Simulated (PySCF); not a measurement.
Reaction (SMILES): C#N (CH-N) → [C-]#[NH+] (C-NH)
B3LYP-D3(BJ)/def2-TZVP geometries, fixed; electronic energies without zero-point terms.
Largest species:
```xyz
3

C      0.0000     0.0000    -0.4969
N      0.0000     0.0000     0.6493
H      0.0000     0.0000    -1.5636
```
Charge 0, spin multiplicity 1.

Effect of the SCF energy threshold at M06-2X/aug-cc-pVTZ with PySCF, against the last row, where the isomerisation energy is 12.89 kcal/mol.

```json
[
 {"setting": "conv_tol: 1e-4", "SCF cycles, largest species": "5", "largest shift of a total energy (mEh)": "0.002", "shift of the isomerisation energy (kcal/mol)": "0.001"},
 {"setting": "conv_tol: 1e-5", "SCF cycles, largest species": "5", "largest shift of a total energy (mEh)": "0.003", "shift of the isomerisation energy (kcal/mol)": "0.002"},
 {"setting": "conv_tol: 1e-6", "SCF cycles, largest species": "7", "largest shift of a total energy (mEh)": "0.000", "shift of the isomerisation energy (kcal/mol)": "0.000"},
 {"setting": "conv_tol: 1e-7", "SCF cycles, largest species": "7", "largest shift of a total energy (mEh)": "0.000", "shift of the isomerisation energy (kcal/mol)": "0.000"},
 {"setting": "conv_tol: 1e-11", "SCF cycles, largest species": "9", "largest shift of a total energy (mEh)": "0.000", "shift of the isomerisation energy (kcal/mol)": "0.000"}
]
```

Within 0.02 kcal/mol in the isomerisation energy: conv_tol: 1e-4; conv_tol: 1e-5; conv_tol: 1e-6; conv_tol: 1e-7. The largest shift is 0.003 mEh in a total energy and 0.002 kcal/mol in the difference.
